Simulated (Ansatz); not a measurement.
# SiBH7: functionals against CCSD(T) at one geometry

Aim: energy, forces and dipole at a displaced guess of a reacting structure, from CCSD(T) and from density functionals.

Computed with Ansatz 0.2.0, Gaussian basis. Level: single points in def2-TZVPP.

Cores are frozen in the correlated methods.

### Step 1. The system as given

9 atoms, charge 0, spin multiplicity 1.

Atoms are counted from 1 here; the program's logs count them from 0.

Bond lengths: B1–H3 1.030 Å, B1–H4 1.064 Å, B1–H5 1.255 Å, Si2–H8 1.514 Å, Si2–H9 1.314 Å. Angles: H3–B1–H4 128.6°, H3–B1–H5 108.7°, H4–B1–H5 110.7°, H8–Si2–H9 119.3°.

As a file:

```mol
BH7Si
  3D, bonds by distance, orders not assigned

  9  5  0  0  0  0  0  0  0  0999 V2000
   -1.1294    0.0715   -0.6181 B   0  0
    0.7870   -0.5777    0.6524 Si  0  0
   -1.8750    0.1116    0.0911 H   0  0
   -1.2174    0.1210   -1.6775 H   0  0
   -0.1600    0.7629   -0.2214 H   0  0
   -0.6166    2.0285   -0.4457 H   0  0
    2.2503   -0.0908   -0.2676 H   0  0
    0.9091   -0.0275    2.0571 H   0  0
    0.9661   -1.8628    0.4472 H   0  0
  1  3  8  0
  1  4  8  0
  1  5  8  0
  2  8  8  0
  2  9  8  0
M  END
```

### Step 2. CCSD(T)/def2-TZVPP

Contents of run/in.yaml:

```yaml
crystal:
  periodic: [false, false, false]
  atoms:
    - {symbol: B, position_ang: [-1.129400, 0.071500, -0.618100]}
    - {symbol: Si, position_ang: [0.787000, -0.577700, 0.652400]}
    - {symbol: H, position_ang: [-1.875000, 0.111600, 0.091100]}
    - {symbol: H, position_ang: [-1.217400, 0.121000, -1.677500]}
    - {symbol: H, position_ang: [-0.160000, 0.762900, -0.221400]}
    - {symbol: H, position_ang: [-0.616600, 2.028500, -0.445700]}
    - {symbol: H, position_ang: [2.250300, -0.090800, -0.267600]}
    - {symbol: H, position_ang: [0.909100, -0.027500, 2.057100]}
    - {symbol: H, position_ang: [0.966100, -1.862800, 0.447200]}
basis:
  gaussian: {orbitals: def2-TZVPP}
correlation: {method: ccsd_t}
output: {forces: true}
```

No record of the launch command was kept for these runs.

### Step 3. PBE0-D4/def2-TZVPP

run/in.yaml: that of step 2 with these lines changed.

```diff
@@ -14,3 +14,3 @@
   gaussian: {orbitals: def2-TZVPP}
-correlation: {method: ccsd_t}
-output: {forces: true}
+hamiltonian: {xc: pbe0, dispersion: d4}
+output: {forces: true, orbitals: {seedname: orbitals}}
```

### Step 4. wB97M-V/def2-TZVPP

run/in.yaml: that of step 3 with these lines changed.

```diff
@@ -14,3 +14,3 @@
   gaussian: {orbitals: def2-TZVPP}
-hamiltonian: {xc: pbe0, dispersion: d4}
-output: {forces: true, orbitals: {seedname: orbitals}}
+hamiltonian: {xc: {name: wB97M-V}}
+output: {forces: true}
```

### Step 5. r2SCAN-D4/def2-TZVPP

run/in.yaml: that of step 4 with these lines changed.

```diff
@@ -14,3 +14,3 @@
   gaussian: {orbitals: def2-TZVPP}
-hamiltonian: {xc: {name: wB97M-V}}
+hamiltonian: {xc: r2scan, dispersion: d4}
 output: {forces: true}
```

### Step 6. PBE-D4/def2-TZVPP

run/in.yaml: that of step 5 with these lines changed.

```diff
@@ -14,3 +14,3 @@
   gaussian: {orbitals: def2-TZVPP}
-hamiltonian: {xc: r2scan, dispersion: d4}
+hamiltonian: {xc: pbe, dispersion: d4}
 output: {forces: true}
```

### Step 7. BHLYP-D4/def2-TZVPP

run/in.yaml: that of step 6 with these lines changed.

```diff
@@ -14,3 +14,3 @@
   gaussian: {orbitals: def2-TZVPP}
-hamiltonian: {xc: pbe, dispersion: d4}
+hamiltonian: {xc: {name: BHLYP}, dispersion: d4}
 output: {forces: true}
```

### Step 8. SPW92/def2-TZVPP

run/in.yaml: that of step 7 with these lines changed.

```diff
@@ -14,3 +14,3 @@
   gaussian: {orbitals: def2-TZVPP}
-hamiltonian: {xc: {name: BHLYP}, dispersion: d4}
+hamiltonian: {xc: lda}
 output: {forces: true}
```

(Steps that only read results are left out.)

Q: Predict the outcome of this session. Wanted: energy less free atoms, CCSD(T)/def2-TZVPP; RMS force component; RMS force error; HOMO and LUMO, PBE0-D4; T1 diagnostic.

**Answer**, as computed:

```
                                  quantity                                                                                          value
energy less free atoms, CCSD(T)/def2-TZVPP                                                                                 -2112.3 kJ/mol
                       RMS force component                                                           2.299 to 2.397 eV/Å over the methods
                           RMS force error  PBE0-D4 0.132, wB97M-V 0.160, r2SCAN-D4 0.092, PBE-D4 0.152, BHLYP-D4 0.214, SPW92 0.155 eV/Å
                    HOMO and LUMO, PBE0-D4                                                                             -7.52 and -2.00 eV
                             T1 diagnostic                                                                                          0.019
```

Against CCSD(T) the functionals' energies less atoms differ by -337.2 to -23.8 kJ/mol, PBE-D4 by -58.8 kJ/mol. CCSD(T) in triple zeta still lacks some correlation energy of the bonds, so part of these gaps is its own basis error and they don't rank the functionals. The forces of r2SCAN-D4 come nearest to CCSD(T), those of BHLYP-D4 are farthest. The restricted Hartree–Fock reference is unstable towards an unrestricted one at one or more of these structures.
